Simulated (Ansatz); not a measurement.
Geometry optimisation, RKS PBE0-D4/6-31G* (Ansatz).

The input (input.yaml):

```yaml
crystal:
  periodic: [false, false, false]
  atoms:
    - { symbol: Al, position_ang: [-0.009075, 0.233714, -0.068422] }
    - { symbol: H, position_ang: [0.065543, 0.211929, 1.502476] }
    - { symbol: F, position_ang: [1.425558, 0.36331, -0.879541] }
    - { symbol: H, position_ang: [-1.358614, 0.260929, -0.895314] }
    - { symbol: F, position_ang: [0.023557, -2.341199, 1.211057] }
    - { symbol: H, position_ang: [0.093331, -1.627183, 1.806745] }
basis:
  gaussian: { orbitals: "6-31G*" }
hamiltonian:
  xc: pbe0
  dispersion: d4
relax:
  f_tol: 0.03
  max_steps: 50
```

Run as:

```bash
$ ansatz run input.yaml --threads 1 --pin off --max-ram 2048MiB --backend cpu --events-out ev --progress --plain --runs-dir out
```

Question: Where does it end, and by what steps?

Answer: It converged. After 12 steps the energy has fallen by 0.444 eV; F5 moved furthest, 0.63 Å. Joined: Al1–F5 (2.88 → 2.04 Å).

```csv
step,energy less start (eV),largest force component (eV/Å),accepted
0,0.0000,0.449,yes
1,-0.1115,1.257,yes
2,-0.2774,1.352,yes
3,-0.4173,0.462,yes
4,-0.4286,0.176,yes
5,-0.4374,0.170,yes
6,-0.4399,0.071,yes
7,-0.4413,0.152,yes
8,-0.4428,0.058,yes
9,-0.4432,0.044,yes
10,-0.4438,0.062,yes
11,-0.4437,0.134,no
12,-0.4439,0.002,yes
```

```xyz
6
Properties=species:S:1:pos:R:3
Al -0.026 0.028 0.081
H 0.028 0.450 1.637
F 1.423 0.088 -0.730
H -1.364 0.071 -0.769
F 0.038 -1.887 0.773
H 0.141 -1.647 1.685
```

Whether the end is a true minimum wasn't checked by a vibrational analysis.

The run took 20 s on 1 thread of Arm Neoverse V1 (shared host), peak memory 0.11 GiB.
